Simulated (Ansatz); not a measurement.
Input file:

```yaml
crystal:
  periodic: [false, false, false]
  atoms:
    - {symbol: Al, position_ang: [0.000000, 0.000000, 0.227313]}
    - {symbol: Al, position_ang: [0.000000, 0.000000, -2.449625]}
    - {symbol: H, position_ang: [0.000000, 0.000000, 2.222313]}
basis:
  gaussian: {orbitals: 6-31G}
magnetization: {spin_polarized: true, initial_magnetization: 1}
hamiltonian: {xc: {name: B2PLYP}}
correlation: {electrons: outside_noble_gas}
```

```sh
$ ansatz run in.yaml --threads 1 --pin off --events-out ev --progress --plain --max-ram 2393MiB
```

The program prints:

```
308 factors; integrals over basis functions are off by at most 1.2e-4 eV
mean field evaluation 1: about -13197.8841 eV, gradient 5.6e0 eV
mean field evaluation 2: about -13197.8851 eV, gradient 5.6e0 eV
mean field evaluation 4: about -13198.4083 eV, gradient 5.6e-1 eV
mean field evaluation 8: about -13198.4174 eV, gradient 6.2e-2 eV
mean field evaluation 16: about -13198.4177 eV, gradient 2.1e-4 eV
mean field evaluation 32: about -13198.3951 eV, gradient 5.4e-1 eV
mean field -13198.41773142 eV, -485.0329054208 hartree, gradient 3.7e-6 eV, S^2 0.752396; 4 other end points of the search recorded, 0 dependent functions left out
10 core orbitals not correlated: weight in the atoms' cores, before any rotation towards them, 1.000 or more for the frozen orbitals, at most 0.000 for the correlated occupied ones
reference -13198.41786442 eV, -485.0329103086 hartree; 4, 3 occupied and 14, 15 virtual orbitals, 308 factors
second order -2.21452229 eV of doubles, -0.00000000 eV of singles
Total energy: -13199.01578544 eV, -485.0548835007 hartree
```

Ran on 1 thread of Arm Neoverse V1, shared host: 1.6 s wall, 0.09 GiB peak host memory.
